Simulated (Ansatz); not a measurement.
`O/C=C(/S)Cl` + H₂ → `O/C=C\Cl` + H₂S at 500 K and 1 bar (hydrogenolysis of a C–S bond).

Program: Ansatz. Geometries: PBE0-D4/def2-TZVP. ΔE: electronic, gas phase. CCSD(T)/CBS is the MP2 limit (def2-TZVPP, def2-QZVPP) plus CCSD(T) − MP2 in def2-TZVPP, frozen cores. This one scheme is used for every species. Double bonds are as drawn, so ΔE can hold a change between cis and trans. Each species was taken in one conformer, which may not be the lowest.

```tsv
species	CCSD(T)/CBS energy (Eh)	H − E (kJ/mol)	S (J/(mol·K))
`O/C=C(/S)Cl`	-1010.60546	165.4	377.0
H₂	-1.17544	41.0	145.5
`O/C=C\Cl`	-612.83223	157.3	327.2
H₂S	-398.97279	57.0	224.0
```

H − E and S are ideal-gas, rigid-rotor, harmonic terms from PBE0-D4/def2-TZVP, for one conformer and one mirror image of each species. The MP2-based limit puts H₂ 0.8 mEh under its directly extrapolated value; such offsets cancel only in part. 1 Eh = 2625.50 kJ/mol, R = 8.31446 J/(mol·K).

Question: By hand: ΔE, ΔH, ΔS and ΔG.

Answer: ΔE = (-612.83223) + (-398.97279) − (-1010.60546) − (-1.17544) = -0.02412 Eh = -63.3 kJ/mol. Δ(H − E) = 157.3 + 57.0 − 165.4 − 41.0 = 7.9, so ΔH = -55.4 kJ/mol. ΔS = 327.2 + 224.0 − 377.0 − 145.5 = 28.7 J/(mol·K). ΔG = -55.4 − 500 × (28.7)/1000 = -69.8 kJ/mol.

Question: By hand: the equilibrium constant, and the temperature at which ΔG would vanish if ΔH and ΔS stayed fixed.

Answer: log₁₀ K = −ΔG/(RT ln 10) = 7.3. ΔH and −TΔS have one sign here, so there is no such temperature.

ΔH outweighs TΔS. A doubt of 5 kJ/mol in ΔE shifts log₁₀ K by 0.5 here. Other conformers and mirror images would add mixing entropy, several J/(mol·K) or more a flexible species. These are equilibria of isolated gas molecules and say nothing of rates. Largest T1 diagnostic: 0.013 (customary marks: 0.02 for closed shells, 0.045 for open ones).
